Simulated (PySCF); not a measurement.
Dimethyl sulfoxide, `CS(C)=O`. The geometry is computed with GFN2-xTB (gas phase).

```
atom  x, y, z in Å
C1    -1.2856    0.1557   -0.4699
S2    -0.0786   -1.0606    0.2312
C3     1.3721    0.0830    0.1057
O4    -0.3910   -1.1600    1.6554
H5    -2.2675   -0.3059   -0.4480
H6    -1.0006    0.3761   -1.4922
H7    -1.2909    1.0531    0.1388
H8     1.1754    0.9829    0.6776
H9     2.2338   -0.4312    0.5189
H10    1.5418    0.3116   -0.9400
```

Problem. What is the longest distance between nuclei?

Solution. H5···H9, 4.61 Å; the next longest distance is 3.89 Å.

Problem. Work out the bond lengths C1–S2, C1–H5, C1–H6, S2–C3, C3–H8, C3–H10 in Å.

Solution. For C1–S2 the difference vector is (1.2070, -1.2163, 0.7011) Å, of length 1.8514 Å. C1–S2 1.851; C1–H5 1.085; C1–H6 1.084; S2–C3 1.852; C3–H8 1.084; C3–H10 1.084 Å.

Problem. How far are the heavy atoms from their best plane (unweighted least squares)?

Solution. 0.316 Å rms; C1 0.15, S2 0.54, C3 0.15, O4 0.25 Å (magnitudes).

Problem. What is the repulsion energy of the bare nuclei, Σ ZA·ZB/RAB?

Solution. 183.47 Eh over 45 pairs, with full nuclear charges and distances in bohr; the largest single term is 46.35 Eh (S2 with O4).

Problem. Where is the centre of mass (commonest isotopes), and what is the radius of gyration?

Solution. Mass 78.014 u; centre at (-0.094, -0.610, 0.358) Å; Rg = √(Σ m r²/M) = 1.315 Å. As Ia + Ib + Ic = 2 Σ m r², the three principal moments sum to 269.8 u·Å².

Problem. Give the dihedral angles H7–C1–S2–O4, H5–C1–S2–O4, H6–C1–S2–C3, C1–S2–C3–H9, O4–S2–C3–H8.

Solution. H7–C1–S2–O4 50° (synclinal); H5–C1–S2–O4 -69° (synclinal); H6–C1–S2–C3 64° (synclinal); C1–S2–C3–H9 178° (antiperiplanar); O4–S2–C3–H8 -49° (synclinal). Dihedral signs follow IUPAC: positive where, seen along the central bond, the front bond turns clockwise onto the rear one.

Problem. How far apart are these pairs, which share no bond: C1···H9, S2···H6, C3···H5, O4···H8, H5···H8, H7···H10?

Solution. C1···H9 3.702 Å (3 bonds apart); S2···H6 2.426 Å (2 bonds apart); C3···H5 3.702 Å (3 bonds apart); O4···H8 2.829 Å (3 bonds apart); H5···H8 3.845 Å (4 bonds apart); H7···H10 3.121 Å (4 bonds apart).

Problem. Write the matrix of distances between heavy atoms (Å, lower triangle).

Solution. 
```
C1    0.000
S2    1.851  0.000
C3    2.720  1.852  0.000
O4    2.655  1.461  2.656  0.000
```

The point group is Cs within 0.08 Å; differences among equivalent distances and angles are scatter left by the optimiser. Stationary, but not proved a minimum.
